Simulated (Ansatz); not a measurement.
`CCC(C)CC(C)C` → `CCCCC(C)C` + `[CH2]` (triplet)  (formal loss of a carbene)

Computed with Ansatz on PBE0-D4/def2-TZVP structures; ΔE is electronic, products minus reactants. CCSD(T)/CBS adds triple-zeta CCSD(T) − MP2 to the extrapolated MP2 energy (def2 sets, frozen cores). This one scheme is used for every species. DFT in def2-TZVPP. B3LYP here is the variant with VWN-RPA as its local correlation; programs differ in this. Triplets are unrestricted, without spin–orbit coupling. One conformer a species, not always the lowest.

`CCC(C)CC(C)C`:

Z-matrix (Å, degrees):
```
C
C 1 1.520
H 1 1.092 2 111.0
H 1 1.094 2 111.0 3 119.6
H 1 1.092 2 112.1 3 -120.1
C 2 1.527 1 114.6 3 -174.9
H 2 1.098 1 109.7 3 62.6
H 2 1.094 1 108.5 3 -52.8
C 6 1.528 2 111.9 1 177.0
C 6 1.523 2 111.9 1 -59.8
H 6 1.098 2 107.6 1 58.2
C 9 1.527 6 117.3 2 -58.2
H 9 1.098 6 108.3 2 179.3
H 9 1.098 6 108.3 2 65.0
H 10 1.093 6 110.8 2 -178.5
H 10 1.095 6 110.7 2 -59.2
H 10 1.091 6 112.2 2 61.2
C 12 1.522 9 109.8 6 179.9
C 12 1.522 9 112.2 6 -56.7
H 12 1.097 9 108.5 6 62.7
H 18 1.095 12 110.7 9 62.9
H 18 1.093 12 111.4 9 -177.3
H 18 1.093 12 111.4 9 -56.8
H 19 1.092 12 112.1 9 62.7
H 19 1.095 12 110.7 9 -57.6
H 19 1.093 12 110.9 9 -177.0
```

`CCCCC(C)C`:

Cartesian coordinates in Å:
```
C -0.638 3.398 -0.246
C -1.117 1.977 -0.003
C 0.015 0.962 0.010
C -0.465 -0.460 0.250
C 0.640 -1.506 0.372
C 1.454 -1.638 -0.908
C 0.053 -2.853 0.770
H 0.065 3.714 0.530
H -0.124 3.481 -1.208
H -1.468 4.108 -0.251
H -1.843 1.696 -0.774
H -1.656 1.928 0.951
H 0.738 1.237 0.788
H 0.555 1.023 -0.941
H -1.065 -0.478 1.167
H -1.145 -0.757 -0.560
H 1.317 -1.181 1.173
H 2.226 -2.406 -0.803
H 0.810 -1.928 -1.745
H 1.952 -0.705 -1.177
H -0.634 -3.218 -0.001
H 0.835 -3.606 0.899
H -0.506 -2.784 1.707
```

`[CH2]` (triplet):

Z-matrix (Å, degrees):
```
C
H 1 1.079
H 1 1.079 2 134.9
```

(1) Is it downhill or uphill in electronic energy at CCSD(T)/CBS, and by how much? (Best estimate.)

(2) What do these levels give: r2SCAN-D4, B3LYP-D4, BHLYP-D4, ωB97X-V, PBE, r2SCAN, PBE0, BHLYP, CAM-B3LYP, CCSD/def2-SVP, SCS-MP2/def2-TZVPP, MP2/def2-QZVPP? (Estimate.)

Largest T1 diagnostic among the species: 0.011.

Results:

(1) The calculation gave: Uphill: ΔE = +104.7 kcal/mol.

(2) The calculation gave: r2SCAN-D4 98.6, B3LYP-D4 102.0, BHLYP-D4 99.2, ωB97X-V 106.8, PBE 102.5, r2SCAN 97.7, PBE0 100.9, BHLYP 96.1, CAM-B3LYP 100.7, CCSD/def2-SVP 98.5, SCS-MP2/def2-TZVPP 105.1, MP2/def2-QZVPP 107.2 kcal/mol.

At CCSD(T), def2-SVP lies −3.8 kcal/mol from the extrapolated value and def2-TZVPP −2.5 kcal/mol. The D4 term adds +4.3 kcal/mol with B3LYP and +2.5 kcal/mol with PBE0; it sums over pairs of atoms, weighted by their polarisabilities, and B3LYP, whose exchange is more repulsive, gets the larger term. From PBE to PBE0 (25 % exact exchange), in def2-TZVPP and without D4, ΔE moves by −1.6 kcal/mol.
